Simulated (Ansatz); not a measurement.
C$_{3}$H$_{3}$F$_{3}$ (`F/C=C(/F)CF`) at its PBE0-D4/def2-TZVP geometry, where that method's forces vanish. The species carries charge 0 and has multiplicity 1.

```xyz
9

F     0.0359   -1.9957    0.5887
C     0.6275   -0.8476    0.9167
C     0.3272    0.2825    0.2958
F     0.9689    1.3975    0.6712
C    -0.6711    0.4671   -0.7783
F    -0.0509    0.7833   -1.9727
H     1.3518   -0.9286    1.7172
H    -1.3439    1.2925   -0.5259
H    -1.2454   -0.4510   -0.9125
```

(1) What forces (eV/Å) does r2SCAN-D4/def2-TZVPP give on these atoms in Ansatz 0.2.0? (An estimate is asked.)

Results:

(1) The calculation gave: 
```
F1  -0.155 -0.289 -0.093
C2   0.264  0.064  0.261
C3  -0.260 -0.091 -0.232
F4   0.175  0.305  0.085
C5  -0.204 -0.083  0.333
F6   0.192  0.106 -0.348
H7  -0.003 -0.018  0.002
H8  -0.004  0.014 -0.006
H9  -0.005 -0.007  0.000
```
